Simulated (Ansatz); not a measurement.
For cubic perovskite BaTiO3 (cubic high-temperature phase), revPBE in Ansatz (plane waves, PAW) gives:

- lattice constant a: 4.045 Å
- bulk modulus: 152 GPa

### Question
What does HSE06 in Ansatz (PAW) give for the same quantities?

### Answer

- lattice constant a: 3.977 Å (falls by 1.7 %)
- bulk modulus: 186 GPa (rises by 22 %)

For comparison: bulk modulus 162 GPa (measured, temperature not stated, no zero-point or thermal correction, our sources range from 162 to 173; as tabulated in Matsushita et al. (2011), arXiv:1104.2769).

Changes are worked out from the printed values.

Unless a cell is named, each level is at its own relaxed cell (revPBE 13.24, HSE06 12.58 Å³/atom).

Caveats: the relaxation could not lower the start's symmetry, so the cell can be a saddle point above a distorted one (revPBE, HSE06). Ansatz's density-functional and Hartree–Fock values are scalar-relativistic unless marked +SOC, with PAW data made under PBE.

Ansatz is an electronic-structure program.
